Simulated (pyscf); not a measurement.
Single points on ωB97X-D3(BJ)/def2-SVP structures (PySCF, gas phase). Correlated levels are frozen-core, on RHF or UHF. ΔMP2 is the change of the MP2 total energy from the triple- to the quadruple-zeta basis.

Question: F–GeH=Se (SMILES [F][GeH]=[Se]) → :Ge=Se (SMILES [Ge]=[Se]) [singlet] + HF (SMILES F)
Surface: singlet. Broken: F–Ge, Ge–H. Formed: F–H. Give ΔE‡ and ΔE from CCSD(T)/def2-TZVPP + ΔMP2(QZVPP), relative to the reactant's lowest minimum found.

Answer: ΔE‡ = 199.3 kJ/mol, ΔE = +17.0 kJ/mol. Zero-point energy shifts the barrier by -7.9 kJ/mol. It is a 1,1-elimination, with an imaginary mode of 1447i cm⁻¹. This is the saddle that the search found; another between the same sides may lie lower. The CCSD(T) − MP2 part came from Ansatz, without density fitting, on the same reference. The frozen core leaves the outer d or s,p core shells of the metals and heavy elements correlated in the MP2 and CC values, and def2-TZVPP describes them poorly, which can shift differences by a few kcal/mol. Elements up to Kr have no core potential and no relativistic terms here.
